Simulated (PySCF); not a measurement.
**MgS⁻: frontier orbitals**

ωB97X at R = 2.239 Å; basis Mg aug-cc-pVDZ, S aug-cc-pV(D+d)Z; no relativity; PySCF 2.14. State: ²Σ⁺ (doublet), unpaired electrons σ ↑. Only the outer orbitals are listed, counted within each symmetry.

```json
{"spin": "α", "orbital": "2π", "occ.": "1", "ε (eV)": "-48.68", "on Mg (%)": "100", "main shells (%)": "100 Mg p"}
{"spin": "α", "orbital": "2π", "occ.": "1", "ε (eV)": "-48.68", "on Mg (%)": "100", "main shells (%)": "100 Mg p"}
{"spin": "α", "orbital": "6σ", "occ.": "1", "ε (eV)": "-48.61", "on Mg (%)": "100", "main shells (%)": "100 Mg p"}
{"spin": "α", "orbital": "7σ", "occ.": "1", "ε (eV)": "-14.59", "on Mg (%)": "5", "main shells (%)": "95 S s"}
{"spin": "α", "orbital": "8σ", "occ.": "1", "ε (eV)": "-4.86", "on Mg (%)": "39", "main shells (%)": "60 S p, 36 Mg s"}
{"spin": "α", "orbital": "3π", "occ.": "1", "ε (eV)": "-3.07", "on Mg (%)": "8", "main shells (%)": "92 S p"}
{"spin": "α", "orbital": "3π", "occ.": "1", "ε (eV)": "-3.07", "on Mg (%)": "8", "main shells (%)": "92 S p"}
{"spin": "α", "orbital": "9σ", "occ.": "1", "ε (eV)": "-2.38", "on Mg (%)": "82", "main shells (%)": "46 Mg s, 36 Mg p, 16 S p"}
{"spin": "α", "orbital": "10σ", "occ.": "0", "ε (eV)": "2.96", "on Mg (%)": "85", "main shells (%)": "82 Mg p, 22 S s"}
{"spin": "α", "orbital": "4π", "occ.": "0", "ε (eV)": "3.06", "on Mg (%)": "107", "main shells (%)": "107 Mg p"}
{"spin": "α", "orbital": "4π", "occ.": "0", "ε (eV)": "3.06", "on Mg (%)": "107", "main shells (%)": "107 Mg p"}
{"spin": "β", "orbital": "2π", "occ.": "1", "ε (eV)": "-48.66", "on Mg (%)": "100", "main shells (%)": "100 Mg p"}
{"spin": "β", "orbital": "2π", "occ.": "1", "ε (eV)": "-48.66", "on Mg (%)": "100", "main shells (%)": "100 Mg p"}
{"spin": "β", "orbital": "6σ", "occ.": "1", "ε (eV)": "-48.54", "on Mg (%)": "100", "main shells (%)": "100 Mg p"}
{"spin": "β", "orbital": "7σ", "occ.": "1", "ε (eV)": "-14.20", "on Mg (%)": "5", "main shells (%)": "95 S s"}
{"spin": "β", "orbital": "8σ", "occ.": "1", "ε (eV)": "-3.94", "on Mg (%)": "44", "main shells (%)": "55 S p, 41 Mg s"}
{"spin": "β", "orbital": "3π", "occ.": "1", "ε (eV)": "-2.96", "on Mg (%)": "9", "main shells (%)": "91 S p"}
{"spin": "β", "orbital": "3π", "occ.": "1", "ε (eV)": "-2.96", "on Mg (%)": "9", "main shells (%)": "91 S p"}
{"spin": "β", "orbital": "9σ", "occ.": "0", "ε (eV)": "2.43", "on Mg (%)": "84", "main shells (%)": "45 Mg s, 38 Mg p, 12 S p"}
{"spin": "β", "orbital": "4π", "occ.": "0", "ε (eV)": "3.75", "on Mg (%)": "105", "main shells (%)": "103 Mg p"}
{"spin": "β", "orbital": "4π", "occ.": "0", "ε (eV)": "3.75", "on Mg (%)": "105", "main shells (%)": "103 Mg p"}
```

Problem. Which are the highest filled and the lowest empty level, where do they sit, and how wide is the gap?

Solution. Highest filled α 9σ at -2.38 eV (in %: 46 Mg s, 36 Mg p, 16 S p); lowest empty β 9σ at 2.43 eV (in %: 45 Mg s, 38 Mg p, 12 S p); the gap at ωB97X is 4.81 eV. An empty level above zero is unbound, and its energy depends on the basis.

```json
{"bond order (Mayer)": "1.39", "⟨S²⟩": "0.757", "charge on Mg (Mulliken, basis-dependent)": "-0.08", "charge on Mg (Löwdin, basis-dependent)": "-0.08", "dipole moment (positive dipole points towards S; it is taken about the centre of mass and depends on that origin)": "-2.34 D"}
```

Shares are Mulliken populations and can fall outside 0 to 100 %.

The state is the lowest determinant that a PBE0 search found; another state may lie lower at other levels.
